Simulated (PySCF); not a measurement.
Homolysis of single bonds, series Ga Cl-SiH3. Gas-phase values, no solvent. Strings in code marks are SMILES.

These are B3LYP-D3(BJ)/def2-TZVP (PySCF) values and carry that method's errors. B3LYP has the VWN-RPA correlation part, as in Gaussian. 

| species | highest occupied spin orbital (eV) | dipole moment (D) |
|---|---|---|
| radical fragment (`[Cl]`) | -9.27 | 0.00 |
| radical fragment (`[Cl][Ga][Cl]`) | -6.92 | 1.83 |
| whole molecule (`[SiH3][Ga]([Cl])[Cl]`) | – | 2.85 |
| radical fragment (`[SiH3]`) | -6.11 | 0.08 |
| radical fragment (`[SiH3][Ga][Cl]`) | -5.73 | 2.45 |
| whole molecule (`[Cl][Ga]([SiH3])[SiH3]`) | – | 2.24 |
